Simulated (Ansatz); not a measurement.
PbO (Pbcm, No. 57), treated with r²SCAN in Ansatz (plane waves, PAW).

Numerical settings: plane-wave cutoff 560 eV, 8×6×6 k mesh (along the axes of the cell as run), Fermi–Dirac smearing 0.01 eV, scalar-relativistic PAW data made under PBE.

Properties against volume:

Shape and atoms are relaxed at each volume.

```csv
V (Å³/atom),P (GPa),direct gap at Γ (eV),smallest gap on the k mesh (eV)
19.673,0.73,3.633,2.529
20.083,0.32,3.586,2.545
20.493,0.00,3.547,2.565
20.902,-0.25,3.521,2.589
21.312,-0.44,3.504,2.619
```

The fundamental gap (2.55 eV at the equilibrium volume, with added k points) lies elsewhere than Γ–Γ.

Note: the volume lies 7 % above that of the published cell; the bulk modulus comes from volumes at which shape and atoms were relaxed; the cell has widely spaced layers and the level no dispersion term, so their spacing and the moduli can rest on weak binding.

Spin–orbit coupling is not included; with these elements it can move the gap by several tenths of an eV or more.

Ansatz is an electronic-structure program.
